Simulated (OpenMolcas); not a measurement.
**N2H (dinitrogen monohydride), step by step**

Aim: a single-point energy (UHF/STO-3G), then a single-point energy (CASSCF(3,3)/STO-3G), then the energy (CASPT2(3,3)/STO-3G), then a single-point energy (SC-NEVPT2(3,3)/STO-3G), then the energy (MRCI(3,3)/STO-3G) of N2H (dinitrogen monohydride). 

The results are computed with OpenMolcas 26.06.

**1. The system as given**

N2H has 3 atoms, charge 0, and is taken as a doublet. As SMILES, `[N]=N`. Geometry: relaxed at GFN2-xTB.

Bond lengths: N1–N2 1.164 Å, N2–H3 1.037 Å. Angles: N1–N2–H3 124.8°.

**2. The energy at UHF/STO-3G (run 1)**

File step1.input:

```
* HN2 Hartree-Fock
>>> EXPORT MOLCAS_PRINT=2

&GATEWAY
  BasLib = $CurrDir
  Coord
  3
  angstrom
  N        0.715210      -0.640440       0.325220
  N       -0.243160      -0.185380      -0.152740
  H       -0.472040       0.825820      -0.172480
  Basis = STO-3G
  Group = NoSym

&SEWARD

&SCF
  UHF
  Spin = 2
  Scramble = 0.25
  PrOrbitals = 1 1
```

The basis set STO-3G is read from a file made from the Basis Set Exchange's data (not shown).

Launch:

```bash
export MOLCAS_MEM=1860
pymolcas step1.input > step1.log
```

The log of the run, cut to the lines that bear on the results:

```text
--- Start Module: gateway ---
[...]
--- Stop Module: gateway /rc=_RC_ALL_IS_WELL_ ---
--- Start Module: seward ---
[...]
      Basis functions           11
--- Stop Module: seward /rc=_RC_ALL_IS_WELL_ ---
--- Start Module: scf ---
[...]
       Convergence after  22 Iterations
[...]
::    Total SCF energy                               -107.9823552197
[...]
      Total spin, S                                     0.5756817932
[...]
      Total electronic charge=   15.000000
      Total            charge=   -0.000000
[...]
      Dipole Moment (debye):
      Origin of the operator (angstrom)=    0.2114   -0.3699    0.0773
                   X= -4.7649E-01               Y=  1.8637E+00               Z= -6.6343E-02           Total=  1.9248E+00
      Quadrupole Moment (debye*angstrom):
[...]
--- Stop Module: scf /rc=_RC_ALL_IS_WELL_ ---
[...]
```

Wall time 1.9 s (1 thread of Intel Xeon Platinum 8375C at 2.90GHz (Ice Lake), shared host); peak memory 0.37 GiB.

**3. A single-point energy at CASSCF(3,3)/STO-3G (run 2)**

File step2.input:

```
* HN2 CASSCF
&GATEWAY
BasLib=$CurrDir
Coord
3
angstrom
N        0.715210      -0.640440       0.325220
N       -0.243160      -0.185380      -0.152740
H       -0.472040       0.825820      -0.172480
Basis=STO-3G
Group=NoSym
&SEWARD
&RASSCF
FileOrb=$CurrDir/step1.UnaOrb
Spin=2
Nactel=3 0 0
Inactive=6
Ras2=3
OrbListing=Nothing
OrbAppear=Compact
```

The basis set STO-3G is read from a file made from the Basis Set Exchange's data (not shown).

Launch:

```bash
export MOLCAS_MEM=1860
pymolcas step2.input > step2.log
```

The log of the run, cut to the lines that bear on the results:

```text
--- Start Module: gateway ---
[...]
--- Stop Module: gateway /rc=_RC_ALL_IS_WELL_ ---
--- Start Module: seward ---
[...]
      Basis functions           11
--- Stop Module: seward /rc=_RC_ALL_IS_WELL_ ---
--- Start Module: rasscf ---
[...]
      Number of active orbitals                  3
[...]
      Spin quantum number                      0.5
[...]
      Active orbitals                            3
[...]
      Number of CSFs                             8
[...]
      Number of root(s) required                 1
[...]
      Convergence after  7 iterations
[...]
      printout of CI-coefficients larger than  0.05 for root  1
      energy=    -108.019878
      conf/sym  111     Coeff  Weight
             1  2u0  -0.97418 0.94902
             8  0u2  -0.21907 0.04799
      Natural orbitals and occupation numbers for root  1
      sym 1:   1.901032   1.000000   0.098968
      ************************************************************************************************************************
      *                                                    Final results                                                     *
[...]
::    RASSCF root number  1 Total energy:   -108.01987786
[...]
      Total electronic charge=   15.000000
      Total            charge=   -0.000000
[...]
      Dipole Moment (debye):
      Origin of the operator (angstrom)=    0.2114   -0.3699    0.0773
                   X= -5.7756E-01               Y=  1.9404E+00               Z= -1.1374E-01           Total=  2.0278E+00
      Quadrupole Moment (debye*angstrom):
[...]
--- Stop Module: rasscf /rc=_RC_ALL_IS_WELL_ ---
[...]
```

It took 1.7 s on 1 thread of Intel Xeon Platinum 8375C at 2.90GHz (Ice Lake), shared host; peak memory 0.37 GiB.

**4. The energy at CASPT2(3,3)/STO-3G (run 3)**

File step3.input:

```
* HN2 CASPT2

&GATEWAY
 BasLib=$CurrDir
 Coord
 3
 angstrom
 N        0.715210      -0.640440       0.325220
 N       -0.243160      -0.185380      -0.152740
 H       -0.472040       0.825820      -0.172480
 Basis=STO-3G
 Group=NoSym

&SEWARD

&RASSCF
 FileOrb=$CurrDir/step2.RasOrb
 Spin=2
 Nactel=3 0 0
 Inactive=6
 Ras2=3
 OrbListing=Nothing
 OrbAppear=Compact

&CASPT2
 Imaginary=0.1
 Frozen=2
```

The basis set STO-3G is read from a file made from the Basis Set Exchange's data (not shown).

Launch:

```bash
export MOLCAS_MEM=1860
pymolcas step3.input > step3.log
```

The log of the run, cut to the lines that bear on the results:

```text
--- Start Module: gateway ---
[...]
--- Stop Module: gateway /rc=_RC_ALL_IS_WELL_ ---
[...]
      Basis functions           11
[...]
--- Start Module: rasscf ---
[...]
      Number of active orbitals                  3
[...]
      Spin quantum number                      0.5
[...]
      Active orbitals                            3
[...]
      Number of CSFs                             8
[...]
      Number of root(s) required                 1
[...]
      Convergence after  4 iterations
[...]
      printout of CI-coefficients larger than  0.05 for root  1
      energy=    -108.019878
      conf/sym  111     Coeff  Weight
             1  2u0  -0.97418 0.94902
             8  0u2  -0.21907 0.04799
      Natural orbitals and occupation numbers for root  1
      sym 1:   1.901031   1.000000   0.098969
      ************************************************************************************************************************
      *                                                    Final results                                                     *
[...]
::    RASSCF root number  1 Total energy:   -108.01987786
[...]
      Total electronic charge=   15.000000
      Total            charge=   -0.000000
[...]
      Dipole Moment (debye):
      Origin of the operator (angstrom)=    0.2114   -0.3699    0.0773
                   X= -5.7753E-01               Y=  1.9404E+00               Z= -1.1374E-01           Total=  2.0277E+00
      Quadrupole Moment (debye*angstrom):
[...]
--- Stop Module: rasscf /rc=_RC_ALL_IS_WELL_ ---
--- Start Module: caspt2 ---
[...]
 ###    WARNING: User changed nr of frozen orbitals.                         ###
 ###############################################################################
[...]
      E2 (Variational):          -0.0721315027
      Total energy:            -108.0920093618
[...]
      Reference weight:           0.96919
[...]
::    CASPT2 Root  1     Total energy:   -108.09200936
[...]
--- Stop Module: caspt2 /rc=_RC_ALL_IS_WELL_ ---
[...]
```

Wall time 1.7 s (1 thread of Intel Xeon Platinum 8375C at 2.90GHz (Ice Lake), shared host); peak memory 0.37 GiB.

**5. The energy at SC-NEVPT2(3,3)/STO-3G (run 4)**

File step4.input:

```
>>> EXPORT MOLCAS_PRINT=2
&GATEWAY
BasLib=$CurrDir
Coord
3
angstrom
N        0.715210      -0.640440       0.325220
N       -0.243160      -0.185380      -0.152740
H       -0.472040       0.825820      -0.172480
Basis=STO-3G
Group=NoSym
&SEWARD
&RASSCF
FileOrb=$CurrDir/step2.RasOrb
Spin=2
Nactel=3 0 0
Inactive=6
Ras2=3
OrbListing=Nothing
OrbAppear=Compact
&CASPT2
SC-NEVPT2
Frozen=2
```

The basis set STO-3G is read from a file made from the Basis Set Exchange's data (not shown).

Launch:

```bash
export MOLCAS_MEM=1860
pymolcas step4.input > step4.log
```

The log of the run, cut to the lines that bear on the results:

```text
--- Start Module: gateway ---
[...]
--- Stop Module: gateway /rc=_RC_ALL_IS_WELL_ ---
[...]
      Basis functions           11
[...]
--- Start Module: rasscf ---
[...]
      Number of active orbitals                  3
[...]
      Spin quantum number                      0.5
[...]
      Active orbitals                            3
[...]
      Number of CSFs                             8
[...]
      Number of root(s) required                 1
[...]
      Convergence after  4 iterations
[...]
      printout of CI-coefficients larger than  0.05 for root  1
      energy=    -108.019878
      conf/sym  111     Coeff  Weight
             1  2u0  -0.97418 0.94902
             8  0u2  -0.21907 0.04799
      Natural orbitals and occupation numbers for root  1
      sym 1:   1.901031   1.000000   0.098969
      ************************************************************************************************************************
      *                                                    Final results                                                     *
[...]
::    RASSCF root number  1 Total energy:   -108.01987786
[...]
      Total electronic charge=   15.000000
      Total            charge=   -0.000000
[...]
      Dipole Moment (debye):
      Origin of the operator (angstrom)=    0.2114   -0.3699    0.0773
                   X= -5.7753E-01               Y=  1.9404E+00               Z= -1.1374E-01           Total=  2.0277E+00
      Quadrupole Moment (debye*angstrom):
[...]
--- Stop Module: rasscf /rc=_RC_ALL_IS_WELL_ ---
--- Start Module: caspt2 ---
[...]
 ###    WARNING: User changed nr of frozen orbitals.                         ###
 ###############################################################################
[...]
      E2 (Variational):          -0.0726341941
[...]
      E2 (Variational):          -0.0721405784
      Total energy:            -108.0920184375
[...]
      Reference weight:           0.96936
[...]
::    SC-NEVPT2 Root  1     Total energy:   -108.09201844
[...]
--- Stop Module: caspt2 /rc=_RC_ALL_IS_WELL_ ---
[...]
```

Wall time 1.7 s (1 thread of Intel Xeon Platinum 8375C at 2.90GHz (Ice Lake), shared host); peak memory 0.37 GiB.

**6. A single-point energy at MRCI(3,3)/STO-3G (run 5)**

File step5.inp:

```
* HN2 MRCI
&GATEWAY
BASLIB=$CurrDir
COORD
3
angstrom
N        0.715210      -0.640440       0.325220
N       -0.243160      -0.185380      -0.152740
H       -0.472040       0.825820      -0.172480
BASIS=STO-3G
GROUP=NoSym
&SEWARD
&RASSCF
FILEORB=$CurrDir/step2.RasOrb
SPIN=2
NACTEL=3 0 0
INACTIVE=6
RAS2=3
ORBLISTING=Nothing
ORBAPPEAR=Compact
&MOTRA
LUMORB
FROZEN=2
&GUGA
ELECTRONS=11
SPIN=2
INACTIVE=4
ACTIVE=3
CIALL=1
&MRCI
SDCI
```

The basis set STO-3G is read from a file made from the Basis Set Exchange's data (not shown).

Launch:

```bash
export MOLCAS_MEM=1860
pymolcas step5.inp > step5.log
```

The log of the run, cut to the lines that bear on the results:

```text
--- Start Module: gateway ---
[...]
--- Stop Module: gateway /rc=_RC_ALL_IS_WELL_ ---
[...]
      Basis functions           11
[...]
      Number of active orbitals                  3
[...]
      Spin quantum number                      0.5
[...]
      Active orbitals                            3
[...]
      Number of CSFs                             8
[...]
      Number of root(s) required                 1
[...]
      Convergence after  4 iterations
[...]
      printout of CI-coefficients larger than  0.05 for root  1
      energy=    -108.019878
      conf/sym  111     Coeff  Weight
             1  2u0  -0.97418 0.94902
             8  0u2  -0.21907 0.04799
      Natural orbitals and occupation numbers for root  1
      sym 1:   1.901031   1.000000   0.098969
      ************************************************************************************************************************
      *                                                    Final results                                                     *
[...]
::    RASSCF root number  1 Total energy:   -108.01987786
[...]
      Dipole Moment (debye):
      Origin of the operator (angstrom)=    0.2114   -0.3699    0.0773
                   X= -5.7753E-01               Y=  1.9404E+00               Z= -1.1374E-01           Total=  2.0277E+00
      Quadrupole Moment (debye*angstrom):
[...]
      *** WARNING: Default frozen orbitals is overwritten by user input.
      *** Default values:   2
[...]
--- Start Module: guga ---
[...]
--- Stop Module: guga /rc=_RC_ALL_IS_WELL_ ---
--- Start Module: mrci ---
[...]
       (But an ACPF correction will be computed)
       USE THE DEFAULT ACPF G-VALUE GFAC=  0.18181818181818182
[...]
                      CI ENERGY:  -108.11005309
[...]
                ACPF CORRECTION:    -0.00480316
[...]
      Total electronic charge=   15.000000
      Total            charge=   -0.000000
[...]
     ACPF CORRECTION:     -0.00480316
[...]
  CI State   1     Total energy:   -108.11005309     QDav:     -0.00594085     QACPF:     -0.00480316
[...]
--- Stop Module: mrci /rc=_RC_ALL_IS_WELL_ ---
[...]
```

Wall time 1.9 s (1 thread of Intel Xeon Platinum 8375C at 2.90GHz (Ice Lake), shared host); peak memory 0.37 GiB.

**7. Summary of results**

| quantity | value |
| --- | --- |
| run 1, UHF/STO-3G: total energy | -107.98236 Eh |
| run 1, UHF/STO-3G: dipole moment | 1.92 D |
| run 1, UHF/STO-3G: HOMO energy (highest over α and β) | -8.19 eV |
| run 1, UHF/STO-3G: LUMO energy (lowest over α and β) | 7.66 eV |
| run 1, UHF/STO-3G: ⟨S²⟩ | 0.907 |
| run 2, CASSCF(3,3)/STO-3G: total energy | -108.01988 Eh |
| run 2, CASSCF(3,3)/STO-3G: dipole moment (CASSCF density) | 2.03 D |
| run 3, CASPT2(3,3)/STO-3G: total energy | -108.09201 Eh |
| run 3, CASPT2(3,3)/STO-3G: dipole moment (CASSCF density) | 2.03 D |
| run 4, SC-NEVPT2(3,3)/STO-3G: total energy | -108.09202 Eh |
| run 4, SC-NEVPT2(3,3)/STO-3G: dipole moment (CASSCF density) | 2.03 D |
| run 5, MRCI(3,3)/STO-3G: total energy | -108.11005 Eh |
| run 5, MRCI(3,3)/STO-3G: dipole moment (CASSCF density) | 2.03 D |

⟨S²⟩ (run 1, UHF/STO-3G) is 0.91 where a pure doublet has 0.75: the reference is spin-contaminated. Mulliken charges (run 3, CASPT2(3,3)/STO-3G) of the CASSCF density run from -0.19 on N2 to +0.21 on H3. Mulliken charges (run 4, SC-NEVPT2(3,3)/STO-3G) of the CASSCF density run from -0.19 on N2 to +0.21 on H3; they depend strongly on the basis. Mulliken charges (run 5, MRCI(3,3)/STO-3G) of the CASSCF density run from -0.19 on N2 to +0.21 on H3.
